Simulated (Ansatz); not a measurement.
Input file:

```yaml
crystal:
  periodic: [false, false, false]
  atoms:
    - {symbol: Ge, position_ang: [0.000000, -0.037540, 0.321995]}
    - {symbol: O, position_ang: [0.000000, 0.086176, -1.528961]}
    - {symbol: H, position_ang: [0.000000, 1.337542, 1.064259]}
basis:
  gaussian: {orbitals: cc-pVDZ}
magnetization: {spin_polarized: true, initial_magnetization: 5}
correlation: {method: ccsdtq, electrons: outside_noble_gas}
```

```sh
$ ansatz run in.yaml --threads 2 --pin off --events-out ev --progress --plain --max-ram 16896MiB --backend cuda --devices 0, --max-vram 18GiB
```

The program prints:

```
860 factors; integrals over basis functions are off by at most 1.4e-7 eV
mean field evaluation 1: about -58514.4114 eV, gradient 1.8e1 eV
mean field evaluation 2: about -58514.4762 eV, gradient 1.8e1 eV
mean field evaluation 4: about -58517.2861 eV, gradient 3.0e0 eV
mean field evaluation 8: about -58517.4920 eV, gradient 3.4e-1 eV
mean field evaluation 16: about -58517.5114 eV, gradient 8.2e-6 eV
mean field evaluation 32: about -58517.5040 eV, gradient 5.5e-1 eV
mean field evaluation 64: about -58517.5114 eV, gradient 8.2e-6 eV
mean field evaluation 96: about -58516.2384 eV, gradient 8.2e-2 eV
mean field evaluation 128: about -58514.8697 eV, gradient 8.8e0 eV
mean field evaluation 160: about -58514.4689 eV, gradient 1.3e1 eV
...
cycle  20  -5.27552654 eV  change   -1.3e-5 eV  update   2.3e-5
cycle  21  -5.27553894 eV  change   -1.2e-5 eV  update   2.0e-5
cycle  22  -5.27554579 eV  change   -6.8e-6 eV  update   1.4e-5
cycle  23  -5.27554215 eV  change    3.6e-6 eV  update   1.0e-5
cycle  24  -5.27553836 eV  change    3.8e-6 eV  update   1.0e-5
cycle  25  -5.27553721 eV  change    1.1e-6 eV  update   6.7e-6
cycle  26  -5.27553548 eV  change    1.7e-6 eV  update   4.8e-6
cycle  27  -5.27553565 eV  change   -1.7e-7 eV  update   1.9e-6
cycle  28  -5.27553682 eV  change   -1.2e-6 eV  update   1.8e-6
cycle  29  -5.27553708 eV  change   -2.6e-7 eV  update   1.2e-6
Total energy: -58522.78691765 eV, -2150.6727510540 hartree
```

Ran on 2 threads of AMD EPYC 7R13 with a shared H100 80 GB, shared host: 55 s wall, 0.92 GiB peak host memory.
